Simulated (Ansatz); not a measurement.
What each rung costs, and what it gives

Saddle point of CH9NSi, closed shell (SiNH₅ ([NH2][SiH3]) + CH₄ → CH₇NSi ([CH3][SiH2][NH2]) + H₂; bonds formed: Si1–C7, H2–H6; bonds broken: Si1–H2, H6–C7), PBE0-D4/def2-TZVP structure:

```xyz
12
angstrom
Si 0.4483 -0.2195 -0.3859
H 0.6620 -1.7017 0.3703
H -0.5799 -0.9394 -1.1908
H 1.5036 0.2517 0.5566
N 0.8309 0.9156 -1.6147
H -0.1071 -1.1309 0.8982
C -0.9645 -0.0673 1.1964
H 0.3708 0.9401 -2.5109
H 1.5523 1.6127 -1.5200
H -0.6111 0.0732 2.2194
H -1.8795 -0.6617 1.1655
H -1.2258 0.9272 0.8160
```

Barriers are electronic and count from the start structure reached by relaxing down the imaginary mode.

Computed with Ansatz 0.2.0 (basis: as named in each row); correlated methods freeze the cores. B3LYP uses VWN-RPA correlation. Extrapolation: Hartree–Fock as exp(−7.88 √X), correlation as X^−2.97.

Times are rough, for one single point on 4 threads of a shared host (Arm Neoverse V2).

The estimate by CCSD(T) at an estimated basis limit (MP2 extrapolated from triple and quadruple zeta, plus CCSD(T) − MP2 in triple zeta) is 304.8 kJ/mol.

| method | basis | time (s) | barrier (kJ/mol) | method less estimate |
| --- | --- | --- | --- | --- |
| HF | STO-3G | under 1 | 645.5 | 340.6 |
| PBE-D4 | STO-3G | under 1 | 414.9 | 110.1 |
| SPW92 | def2-SVP | under 1 | 216.5 | -88.4 |
| B3LYP-D4 | 6-31G | under 1 | 352.5 | 47.6 |
| PBE-D4 | def2-SVP | under 1 | 256.9 | -47.9 |
| PBE0-D4 | def2-SVP | under 1 | 280.2 | -24.6 |
| SPW92 | def2-TZVPP | under 1 | 213.6 | -91.2 |
| PBE-D4 | def2-TZVPP | 1 | 254.7 | -50.1 |
| BLYP-D4 | def2-TZVPP | 1 | 287.8 | -17.0 |
| B3LYP-D4 | def2-TZVPP | 2 | 302.5 | -2.3 |
| BHLYP-D4 | def2-TZVPP | 2 | 329.7 | 24.9 |
| CAM-B3LYP-D4 | def2-TZVPP | 2 | 309.7 | 4.9 |
| PBE0-D4 | def2-TZVPP | 2 | 276.3 | -28.5 |
| CCSD(T) | def2-SVP | 2 | 329.6 | 24.8 |
| wB97M-V | def2-SVP | 2 | 297.0 | -7.8 |
| r2SCAN-D4 | def2-TZVPP | 2 | 272.6 | -32.2 |
| r2SCAN0-D4 | def2-TZVPP | 3 | 287.5 | -17.3 |
| B2PLYP | def2-TZVPP | 3 | 311.1 | 6.2 |
| RPA on PBE | def2-TZVPP | 3 | 313.0 | 8.2 |
| PBE-QIDH | def2-TZVPP | 3 | 296.0 | -8.8 |
| wB97M-V | def2-TZVPP | 5 | 296.6 | -8.2 |
| wB97X-V | def2-TZVPP | 5 | 305.2 | 0.4 |
| B97M-V | def2-TZVPP | 6 | 284.5 | -20.4 |
| MP2 | def2-QZVPP | 12 | 299.8 | -5.0 |
| CCSD(T) | def2-TZVPP | 43 | 309.7 | 4.8 |

All methods are single points on the PBE0-D4 structures.

The T1 diagnostic stays at or below 0.012.

Labels in which every atom is bracketed show which atoms are joined, not bond orders.
